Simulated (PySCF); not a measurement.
## Simulated absorption spectrum

Species: 2,2,2-trifluoroethylamine, C2H4F3N.
Numbering: `[NH2:1][CH2:2][C:3]([F:4])([F:5])[F:6]` (hydrogens: H7, H8 on N1; H9, H10 on C2)

The calculation used PySCF, TDDFT B3LYP/def2-SVPD, vertical, gas phase, core orbitals frozen in the response. The structure is a single PBE0-D3(BJ)/def2-SVP conformer in the gas phase; no vibrational or solvent corrections. Torsions of this conformer, `[NH2:1][CH2:2][C:3]([F:4])([F:5])[F:6]`: N1–C2–C3–F4 57°, H–N1–C2–C3 170°, H–N1–C2–C3 -70°.

Computed states:

```json
{"state": "S1", "E (eV)": "6.41", "f": "0.011"}
{"state": "S2", "E (eV)": "7.55", "f": "0.030"}
{"state": "S3", "E (eV)": "7.74", "f": "0.0073"}
{"state": "S4", "E (eV)": "8.23", "f": "0.056"}
{"state": "S5", "E (eV)": "8.81", "f": "0.0026"}
{"state": "S6", "E (eV)": "9.08", "f": "0.0036"}
{"state": "S7", "E (eV)": "9.17", "f": "0.0072"}
{"state": "S8", "E (eV)": "9.63", "f": "0.0036"}
{"state": "S9", "E (eV)": "9.71", "f": "0.010"}
{"state": "S10", "E (eV)": "10.20", "f": "0.0042"}
```

Each state is given a Gaussian of 0.25 eV full width at half maximum, with ε(max) = 2.175×10⁸ f / Δν̃ (Δν̃ the width in cm⁻¹). The width is an assumption, not a result. The curve ends short of the highest state used, and states not computed would add to its high-energy end.

**Question.** Give the broadened spectrum and its maxima.

**Answer.** 
| E (eV) | ε (L mol⁻¹ cm⁻¹) |
| --- | --- |
| 6.03 | 2 |
| 6.16 | 75 |
| 6.28 | 554 |
| 6.40 | 1146 |
| 6.52 | 661 |
| 6.65 | 86 |
| 6.77 | 3 |
| 6.89 | 0 |
| 7.02 | 0 |
| 7.14 | 2 |
| 7.26 | 80 |
| 7.39 | 1058 |
| 7.51 | 3081 |
| 7.63 | 2855 |
| 7.75 | 1307 |
| 7.88 | 371 |
| 8.00 | 651 |
| 8.12 | 3618 |
| 8.25 | 5844 |
| 8.37 | 2405 |
| 8.49 | 279 |
| 8.61 | 60 |
| 8.74 | 235 |
| 8.86 | 303 |
| 8.98 | 482 |
| 9.11 | 1043 |
| 9.23 | 793 |
| 9.35 | 206 |
| 9.48 | 256 |
| 9.60 | 1030 |

Maxima: 193 nm (6.41 eV), ε about 1100, made up of S1 (100%); 164 nm (7.56 eV), ε about 3400, made up of S2 (94%); 151 nm (8.23 eV), ε about 6000, made up of S4 (100%); 140 nm (8.84 eV), ε about 300, made up of S5 (87%) and S6 (11%) (hardly more than a shoulder); 136 nm (9.14 eV), ε about 1100, made up of S6 (30%) and S7 (70%) (ε in L mol⁻¹ cm⁻¹; maxima over ε = 5, shares over 10%). At its high-energy end, 9.60 eV, the curve is still rising (ε about 1000, from S8 and S9).

**Question.** On this curve, what absorbance would a 10⁻³ mol/L sample give at 193 nm over a 1 cm path?

**Answer.** 193 nm is 6.424 eV, where ε is about 1100 L mol⁻¹ cm⁻¹, so A = ε c l ≈ 1.1 (Beer–Lambert, with the gas-phase spectrum and the assumed width).

**Question.** What would ε be at 8.23 eV, the highest of these maxima, with half the width (0.125 eV)?

**Answer.** About 12000 L mol⁻¹ cm⁻¹ against 5990, a factor of about 2.00; a lone state at its own centre would give exactly 2.

**Question.** Coming from long wavelengths, where does ε first pass 100 L mol⁻¹ cm⁻¹?

**Answer.** At about 201 nm (6.18 eV), 0.23 eV below S1.

The vertical ionisation energy (ΔSCF) is 10.35 eV, 0.15 eV above S10.

Time: 28 s. Hardware: an x86-64 server with one thread, shared host.
